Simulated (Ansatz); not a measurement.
Elastic constant C66 (GPa) of solids drawn from the class of elemental solids other than molecular ones, at two levels: PBE (PAW; Ansatz, a quantum-chemistry and plane-wave program), and PBEsol (plane waves, PAW; Ansatz).

```
solid              PBE  PBEsol  shift (%)
----------------  ----  ------  ---------
hcp Ti            46.7    47.3       +1.3
double-hcp La     17.1    20.2      +18.1
hcp Os             255     276       +8.2
hcp Be             150     152       +1.3
hcp Tc             135     146       +8.1
white tin (β-Sn)  21.3    24.0      +12.7
hcp Mg            20.0    20.9       +4.5
hcp Y             26.0    26.5       +1.9
hcp Re             171     184       +7.6
hcp Sc            31.5    33.9       +7.6
```

The shifts run from +1.3 % to +18.1 %, with a median of +7.6 %.

Over all 10 rows PBEsol is the larger in 10.

Ansatz's runs of these crystals have no spin polarisation.

Spin–orbit coupling is left out, also for the solids with elements from indium on (double-hcp La, hcp Os, white tin (β-Sn), hcp Re); its size isn't shown.

Each level is taken at its own relaxed cell. Ansatz's density-functional and Hartree–Fock values are scalar-relativistic unless marked +SOC, with PAW data made under PBE.
